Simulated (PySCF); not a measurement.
# ClH3Si: the cost of one run

Programs: PySCF 2.14.0, with density-fitted response routines of our own. Each step states its level of theory. These are calculated values for one molecule in the gas phase, unless marked as measured. Atoms are numbered from 0 throughout.

## 1. The starting structure

5 atoms, charge 0, multiplicity 1; geometry from: GFN2-xTB. The atoms were then displaced at random by about 0.03 Å, so the start is not that level's minimum.

Bonds of the start (Å): Si0–Cl1 1.94, Si0–H2 1.47, Si0–H3 1.53, Si0–H4 1.43.

## 2. Relaxing the molecule at PBE0-D3(BJ)/def2-SVP

The job: settings as JSON, then the geometry in Å.

```
{"job": {"xc": "PBE0", "basis": "def2-SVP", "d3": "d3bj", "grid": 1, "shake": 0.03, "kind": "geom"}, "charge": 0, "multiplicity": 1}
Si    -0.064180    -0.082220     0.000700
Cl     1.864110     0.084400     0.052320
H     -0.556030    -1.014210    -1.031070
H     -0.536240     1.314750    -0.397200
H     -0.615570    -0.407500     1.278760
```

The run is started by

```bash
$ OMP_NUM_THREADS=1 python probes_run.py task.json out
```

One launch serves the whole session: the jobs run in the order shown.

**Question.** How long does this first job take on 1 thread of Intel Xeon Platinum 8375C at 2.90GHz, shared host, and how much memory does it need?

About 5.9 s, with a peak of 0.26 GiB.
